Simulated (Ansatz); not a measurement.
Gas-phase electronic energies from Ansatz, PBE0-D4/def2-TZVP geometries. CBS: MP2 limit from def2 TZ/QZ plus the TZ coupled-cluster correction, frozen cores. This one scheme is used for every species, atoms too. DFT in def2-TZVPP. B3LYP here is the variant with VWN-RPA as its local correlation; programs differ in this. HSE06 is defined as in plane-wave codes. No spin–orbit coupling; open shells (•) take unrestricted orbitals. Spin–orbit coupling would lower the free atoms: a little for C.

Reaction (atomization): `N#CC#CC#N` → 4 C• + 2 N•

```json
{"level": "BLYP-D4", "ΔE (eV)": "35.79", "difference from CCSD(T)/CBS": "1.61"}
{"level": "B97M-V", "ΔE (eV)": "34.70", "difference from CCSD(T)/CBS": "0.52"}
{"level": "B3LYP-D4", "ΔE (eV)": "34.76", "difference from CCSD(T)/CBS": "0.58"}
{"level": "HSE06-D4", "ΔE (eV)": "35.14", "difference from CCSD(T)/CBS": "0.96"}
{"level": "CAM-B3LYP-D4", "ΔE (eV)": "34.51", "difference from CCSD(T)/CBS": "0.33"}
{"level": "ωB97M-V", "ΔE (eV)": "34.48", "difference from CCSD(T)/CBS": "0.30"}
{"level": "r2SCAN", "ΔE (eV)": "34.58", "difference from CCSD(T)/CBS": "0.40"}
{"level": "B3LYP", "ΔE (eV)": "34.57", "difference from CCSD(T)/CBS": "0.39"}
{"level": "r2SCANh", "ΔE (eV)": "33.95", "difference from CCSD(T)/CBS": "-0.23"}
{"level": "HSE06", "ΔE (eV)": "35.04", "difference from CCSD(T)/CBS": "0.86"}
{"level": "BHLYP", "ΔE (eV)": "32.07", "difference from CCSD(T)/CBS": "-2.11"}
{"level": "MP2/def2-SVP", "ΔE (eV)": "34.51", "difference from CCSD(T)/CBS": "0.33"}
{"level": "CCSD(T)/def2-SVP", "ΔE (eV)": "32.63", "difference from CCSD(T)/CBS": "-1.55"}
{"level": "SCS-MP2/def2-TZVPP", "ΔE (eV)": "34.52", "difference from CCSD(T)/CBS": "0.34"}
{"level": "CCSD/def2-TZVPP", "ΔE (eV)": "31.82", "difference from CCSD(T)/CBS": "-2.36"}
{"level": "HF/def2-QZVPP", "ΔE (eV)": "21.46", "difference from CCSD(T)/CBS": "-12.72"}
{"level": "CCSD(T)/CBS", "ΔE (eV)": "34.18", "difference from CCSD(T)/CBS": "0"}
```

Largest T1 diagnostic among the species: 0.015.

From BLYP to BHLYP (50 % exact exchange), in def2-TZVPP and without D4, ΔE moves by −3.45 eV: exact exchange takes away binding that semilocal exchange gives to molecules. Leaving LDA and LC-ωPBE aside and taking each functional with its dispersion term where it has one, the values, not all of them listed here, spread over 4.91 eV, from BHLYP-D4 to PBE-D4. LDA lies +4.38 eV from PBE without D4, its usual overbinding.

For atomizations the MP2-based limit and the directly extrapolated one differ by several kJ/mol either way, and by 10 to 25 for some Ge, Se and Sn compounds, so smaller differences from it don't rank the levels.
